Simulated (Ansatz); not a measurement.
Ansatz (an electronic-structure program) input:

Ansatz 0.2 input:
```yaml
crystal:
  periodic: [false, false, false]
  atoms:
    - {symbol: C, position_ang: [-0.00022290, 0.00111095, 2.05650231]}
    - {symbol: C, position_ang: [-0.00006510, 0.00032447, 0.60063127]}
    - {symbol: C, position_ang: [0.00006510, -0.00032447, -0.60063127]}
    - {symbol: C, position_ang: [0.00022290, -0.00111095, -2.05650231]}
    - {symbol: H, position_ang: [-0.00898307, 1.02015988, 2.44984108]}
    - {symbol: H, position_ang: [-0.87824496, -0.51564395, 2.45057652]}
    - {symbol: H, position_ang: [0.88643126, -0.50054473, 2.45075963]}
    - {symbol: H, position_ang: [-0.00845189, 1.01751241, -2.45094375]}
    - {symbol: H, position_ang: [0.88696243, -0.50319220, -2.45002519]}
    - {symbol: H, position_ang: [-0.87771378, -0.51829141, -2.45020830]}
basis:
  gaussian:
    orbitals: def2-TZVP
hamiltonian:
  xc: b3lyp
  dispersion: d3bj
phonons: {temperatures: {t_min: 298.15, t_max: 298.15, t_step: 100}}
```

**Question.** Which total energy does the run end on?

**Answer.** -156.05281 Eh (B3LYP-D3(BJ)/def2-TZVP). The basis has 160 functions. The run takes roughly 80 core-seconds.
